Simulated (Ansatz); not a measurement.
Run this with Ansatz 0.2.0, Python API and show what comes out.

Script `run_torsion.py`:
```python
from dataclasses import dataclass

import ansatz as az
from ase import Atoms


@dataclass(frozen=True)
class RunConfig:
    basis: str = "def2-SVP"
    xc: str = "r2scan"
    force_tol: float = 0.02


settings = RunConfig()


def main() -> None:
    atoms = Atoms(["B", "N", "Al", "H", "H", "H", "H", "H"], positions=[
        (-0.6804, 0.7855, -0.7018),
        (0.1838, 0.8034, 0.4996),
        (0.9481, -0.9303, 0.5786),
        (-1.5846, 0.1126, -0.7818),
        (-0.607, 1.6785, -1.5369),
        (-0.4196, 0.9287, 1.3425),
        (2.1635, -1.2879, -0.4455),
        (0.0884, -2.1477, 0.9896),
    ])

    first = az.Crystal.molecule_from_ase(atoms).calculation()
    first = first.basis(gaussian=settings.basis)
    first = first.functional(settings.xc).accuracy("medium")
    first = first.relax(force_tolerance=settings.force_tol, max_steps=80)
    atoms.positions = first.run().report["positions_ang"]

    start = atoms.get_dihedral(0, 1, 2, 6)
    energies = {}
    for turn in range(0, 360, 30):
        turned = atoms.copy()
        turned.set_dihedral(0, 1, 2, 6, start + turn, indices=[2, 6, 7])
        model = (
            az.Crystal.molecule_from_ase(turned).calculation()
            .basis(gaussian=settings.basis)
            .functional(settings.xc)
            .accuracy("medium")
        )
        energies[round((start + turn) % 360)] = model.run().report["free_energy_ev"]
    floor = min(energies.values())
    print("dihedral B0-N1-Al2-H6 (deg)   E - E(min) (kJ/mol)")
    for angle, e in sorted(energies.items()):
        print(f"{angle:8d} {96.485332 * (e - floor):14.3f}  " + "#" * int(30 * (e - floor) / max(max(energies.values()) - floor, 1e-9)))


if __name__ == "__main__":
    main()
```

```console
$ python run_torsion.py
dihedral B0-N1-Al2-H6 (deg)   E - E(min) (kJ/mol)
       1          0.000
      31          6.160  #######
      61         18.512  ######################
      91         24.730  ##############################
     121         18.014  #####################
     151          5.776  #######
     181          0.200
     211          6.329  #######
     241         18.607  ######################
     271         24.730  #############################
     301         17.917  #####################
     331          5.604  ######
```

Caveats:
- The settings weren't tested for convergence.
- The scan is rigid and the energies are electronic, in a modest basis. With rigid groups the curve can differ much from the relaxed path, the start wasn't checked as a minimum of this torsion, and equivalent turns needn't return to the same energy.
- Run time: 83 s on 1 thread of Arm Neoverse V1 (shared host), peak memory 0.21 GiB.
